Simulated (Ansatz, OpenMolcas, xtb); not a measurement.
# A ladder of methods for HBS (hydrogen boron sulfide)

HBS: 3 atoms, total charge 0, spin state singlet. As SMILES, `B=S`. The shape is that of a PBE0-D4/def2-TZVP optimisation.

```csv
atom,x (Å),y (Å),z (Å)
B,-0.0387,-0.0146,0.1348
S,0.3992,0.1476,-1.3933
H,-0.3605,-0.1331,1.2585
```

Quantity: the HOMO–LUMO gap, in eV. The values are calculated.

```tsv
level	kind	program	value (eV)	CPU time
GFN1-xTB	semi-empirical	xtb	5.62	under 2 s
HF/def2-TZVPPD	Hartree–Fock	Ansatz	12.07	1.7 s
SVWN5/def2-TZVPPD	LDA	OpenMolcas	5.21	17 s
BLYP/def2-TZVPPD	GGA	OpenMolcas	5.20	22 s
TPSS/def2-TZVPPD	meta-GGA	OpenMolcas	5.48	29 s
BHLYP/def2-TZVPPD	global hybrid	Ansatz	9.18	4.2 s
wB97X/def2-TZVPPD	range-separated hybrid	Ansatz	11.76	13 s
B2PLYP/def2-TZVPPD	double hybrid	OpenMolcas	9.40	19 s
```

The values span 5.20 to 12.07 eV. Orbital gaps aren't excitation energies, and those of double hybrids come from the SCF part alone; they tend to grow with the share of exact exchange. CPU times are rough (shared hosts, several kinds of processor and program).
